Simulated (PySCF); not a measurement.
Telling isomers of C₅H₉Cl apart by NMR

All values are calculated (PySCF 2.14): NMR shieldings at PBE0/pcSseg-1/GIAO, geometry: GFN2-xTB. No solvent, single conformer, non-relativistic, fast rotation and ring inversion assumed for equivalent nuclei.

References, each an isolated molecule treated in the same way: TMS for ¹H (σref 31.72) and ¹³C (σref 186.93). Where no couplings were computed, multiplicities follow the n + 1 count of equivalent neighbours, and m marks all less simple cases (inequivalent or close neighbours, rings, F or P nearby). Shifts are as computed. Against solution values, carbons near 30 ppm lie about +3 ppm off and those near 130 ppm about +5 ppm; carbons on Cl a further +6 ppm. Of 1211 compounds with measured shifts, 218 miss one by over three times the rms of a fit or turn the order of signals round; such compounds aren't used in these exercises. Carbons bonded to Cl come out too deshielded.

(1) Tabulate the signals of `C/C=C(/C)CCl`, `CC(C)=CCCl` and their relative energies.

(2) What is the quickest way to tell C/C=C(/C)CCl from CC(C)=CCCl?

## Answers

(1) 
```json
{"SMILES": "C/C=C(/C)CCl", "carbon types": "1×C 1×CH 1×CH2 2×CH3", "δC": "140.4, 135.1, 47.9, 25.7, 17.1", "δH": "5.79 (q, 1H), 4.08 (s, 2H), 1.92 (s, 3H), 1.88 (d, 3H)", "E rel. (kcal/mol)": "0.0"}
{"SMILES": "CC(C)=CCCl", "carbon types": "1×C 1×CH 1×CH2 2×CH3", "δC": "153.4, 128.2, 46.5, 30.1, 18.7", "δH": "5.97 (t, 1H), 4.09 (d, 2H), 1.98 (s, 3H), 1.95 (s, 3H)", "E rel. (kcal/mol)": "0.6"}
```

Energies are electronic energies at PBE0/pcSseg-1 on these geometries, without zero-point or thermal terms, each for the one conformer computed, which needn't be the lowest.

(2) Both give the same number of carbon signals, with the same numbers of each carbon type, so the positions decide. The first has a fully substituted alkene carbon (C) at 140.4 ppm, the second a fully substituted alkene carbon (C) at 153.4 ppm.
